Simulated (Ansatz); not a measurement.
B$_{2}$H$_{6}$Si, SMILES `BB[SiH3]`. Total charge 0; spin multiplicity 1.

Cartesian coordinates in Å:
```
B 0.904 -1.445 0.314
B 0.402 0.011 0.776
Si -0.790 1.002 -0.527
H 0.252 -2.433 0.516
H 1.896 -1.592 -0.347
H 0.637 0.596 1.793
H -2.086 1.300 0.145
H -0.134 2.292 -0.883
H -1.082 0.269 -1.788
```

(1) List the harmonic frequencies (cm⁻¹, unscaled) at PBE0-D4/def2-TZVP in Ansatz. (An estimate is asked.)

(2) Is this a minimum?

(3) Give the ideal-gas thermochemistry at 298.15 K and 1 bar (rigid rotor, harmonic oscillator; point group Cs, symmetry number 1).

(4) Rotational constants (cm⁻¹)?

Results:

(1) Ansatz gave: 67, 87, 310, 355, 474, 561, 587, 766, 820, 874, 926, 952, 953, 986, 1157, 2204, 2211, 2223, 2559, 2623, 2628.

(2) Yes, all 21 modes are real.

(3) Zero-point energy 145.5 kJ/mol; H(298) − E = 164.2 kJ/mol; entropy 314.7 J/(mol·K), of which translation 159.0, rotation 100.2, vibration 55.5; G(298) − E = 70.3 kJ/mol. Modes under 100 cm⁻¹ are hindered rotations or soft bends, so the harmonic entropy is rough.

(4) 0.8586, 0.1555, 0.1429.
